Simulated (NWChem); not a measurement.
**BH (SMILES [BH]) at BLYP/def2-TZVPPD**

What is the vertical singlet–triplet gap of BH at BLYP/def2-TZVPPD? 

Program for the calculation: NWChem 7.3.0.

2 further runs of the same task are left out: 2 set aside as unsound or not needed.

## (1) The system as given

The species is BH (2 atoms), meant as a singlet with charge 0. SMILES: `[BH]`. The bond length is the measured one.

Bond lengths: B1–H2 1.232 Å.

## (2) Energy and gradient at BLYP/def2-TZVPPD

Input file bh.nw:

```
START bh
memory 2200 mb

GEOMETRY noautosym nocenter noautoz
  B     0.000000    0.000000    0.000000
  H     0.000000    0.000000    1.232400
END

BASIS spherical bse
  * library def2-TZVPPD
END

DFT
  xc becke88 lyp
  grid xfine
  convergence energy 1e-08
  maxiter 100
  mulliken
END

TASK dft gradient
```

The run is started by

```console
$ nwchem bh.nw > bh.out
```

Output:

```text
[...]
          Wavefunction type:  closed shell.
          No. of atoms     :     2
          No. of electrons :     6
[...]
          Charge           :     0
          Spin multiplicity:     1
[...]
          AO basis - number of functions:    54
[...]
              XC Information
              --------------
                    Becke 1988 Exchange Functional  1.000
              Lee-Yang-Parr Correlation Functional  1.000
[...]
 d= 0,ls=0.0,diis     1    -25.2639031269 -2.74D+01  6.51D-03  1.22D-01     1.0
[...]
 d= 0,ls=0.0,diis     7    -25.2814679575 -3.53D-10  1.60D-07  3.29D-11     5.6
         Total DFT energy =      -25.281467957471
      One electron energy =      -37.244409136715
           Coulomb energy =       14.095638125578
    Exchange-Corr. energy =       -4.279634827702
 Nuclear repulsion energy =        2.146937881368
[...]
      Total Density - Mulliken Population Analysis
     ---------------------------------------------
    Atom       Charge   Shell Charges
 -----------   ------   -------------------------------------------------------
    1 B    5     5.05   0.92  1.05  0.73  0.84  0.25  0.01  0.53  0.49  0.18  0.01  0.03  0.00  0.00
    2 H    1     0.95   0.28  0.46  0.18  0.00  0.01  0.02 -0.00
[...]
  wavefunction    = closed shell
                         DFT ENERGY GRADIENTS
    atom               coordinates                        gradient
                 x          y          z           x          y          z
   1 B       0.000000   0.000000   0.000000   -0.000000  -0.000000   0.002918
   2 H       0.000000   0.000000   2.328898    0.000000   0.000000  -0.002918
[...]
```

It took 8.7 s on 1 thread of Intel Xeon Platinum 8259CL at 2.50GHz (Skylake/Cascade Lake), shared host; peak memory 0.12 GiB.

## (3) The triplet: the energy at UBLYP/def2-TZVPPD

Input file mymol.xyz:

```xyz
2
BH
B      0.000000     0.000000     0.000000
H      0.000000     0.000000     1.232400
```

Input file run.py:

```python
from ase.io import read
from ase.calculators.nwchem import NWChem

system = read('mymol.xyz')

calc = NWChem(
    label='mymol',
    theory='dft',
    memory='2200 mb',
    basis='def2-TZVPPD',
    basispar='spherical bse',
    dft={'xc': 'becke88 lyp', 'mult': '3', 'grid': 'xfine', 'convergence': 'energy 1e-08', 'iterations': '100', 'mulliken': None},
    task='energy',
)
system.calc = calc

e = system.get_potential_energy()
print(f"E = {e:.6f} eV")
```

The run is started by

```console
$ export ASE_NWCHEM_COMMAND="nwchem PREFIX.nwi > PREFIX.nwo"
$ python run.py
```

Output:

```text
E = -686.775604 eV
```

The calculator wrote mymol.nwi:

```
title "mymol"

permanent_dir mymol

scratch_dir mymol

start mymol

geometry units angstrom nocenter noautosym noautoz
  B  0.0000000000000000e+00 0.0000000000000000e+00 0.0000000000000000e+00
  H  0.0000000000000000e+00 0.0000000000000000e+00 1.2323999999999999e+00
end

memory 2200 mb

basis spherical bse noprint
   * library def2-TZVPPD
end

dft
  xc becke88 lyp
  mult 3
  grid xfine
  convergence energy 1e-08
  iterations 100
  mulliken
end

task dft energy
```

mymol.nwo:

```text
Northwest Computational Chemistry Package (NWChem) 7.3.0
             --------------------------------------------------------

           Job information
           ---------------

    nwchem branch   = 7.3.0
    use scalapack   = T
    input           = mymol.nwi
    prefix          = mymol.
    data base       = mymol/mymol.db
    status          = startup
    nproc           =        1

           Memory information
           ------------------

    heap     =     72089594 doubles =      550.0 Mbytes
    stack    =     72089599 doubles =      550.0 Mbytes
    global   =    144179200 doubles =     1100.0 Mbytes (distinct from heap & stack)
    total    =    288358393 doubles =     2200.0 Mbytes
    verify   = yes
    hardfail = no

           Directory information
           ---------------------

  0 permanent = mymol
  0 scratch   = mymol

[... 66 lines left out ...]
  convergence criterion.
[... 17 lines left out ...]
          Convergence on gradient requested:  5.00D-04
[... 21 lines left out ...]
          Convergence aids based upon iterative change in
[... 28 lines left out ...]
 1-e energy   =     -37.010140
[... 55 lines left out ...]
         Total DFT energy =      -25.238538143399
[... 2 lines left out ...]
    Exchange-Corr. energy =       -4.298526599896
[... 408 lines left out ...]
                     DFT Final Beta Molecular Orbital Analysis
[... 462 lines left out ...]
   alpha     51     52     53     54
    beta     50     52     53     54
 overlap   1.000  1.000  1.000  1.000

     --------------------------
     Expectation value of S2:
     --------------------------
      <S2> =      2.0014 (Exact =     2.0000)

 center of mass
 --------------
 x =   0.00000000 y =   0.00000000 z =   0.19531460

 moments of inertia (a.u.)
 ------------------
           5.007781123213           0.000000000000           0.000000000000
           0.000000000000           5.007781123213           0.000000000000
           0.000000000000           0.000000000000           0.000000000000

     Multipole analysis of the density
     ---------------------------------

     L   x y z        total         alpha         beta         nuclear
     -   - - -        -----         -----         ----         -------
     0   0 0 0     -0.000000     -4.000000     -2.000000      6.000000

     1   1 0 0      0.000000      0.000000     -0.000000      0.000000
[... 8 lines of this table left out ...]
     2   0 0 2     -5.561007     -7.617402     -3.367372      5.423767

 Task  times  cpu:        9.4s     wall:        9.4s
 Total times  cpu:        9.5s     wall:        9.5s
```

It took 11 s on 1 thread of Intel Xeon Platinum 8259CL at 2.50GHz (Skylake/Cascade Lake), shared host; peak memory 0.11 GiB.

## (4) Outcome

Level: BLYP/def2-TZVPPD.

| quantity | value |
| --- | --- |
| singlet: total energy | -25.28147 Eh |
| singlet: dipole moment | 1.52 D |
| singlet: HOMO energy | -5.46 eV |
| singlet: LUMO energy | -3.36 eV |
| singlet: HOMO–LUMO gap | 2.10 eV |
| singlet: largest force on an atom | 0.150 eV/Å |
| triplet: total energy | -25.23854 Eh |
| triplet: dipole moment | 0.19 D |
| triplet: HOMO energy (highest over α and β) | -4.09 eV |
| triplet: ⟨S²⟩ | 2.001 |
| vertical energy of the triplet above the singlet | 1.168 eV |

In words: At this shape the triplet lies 1.17 eV (113 kJ/mol) above the singlet.
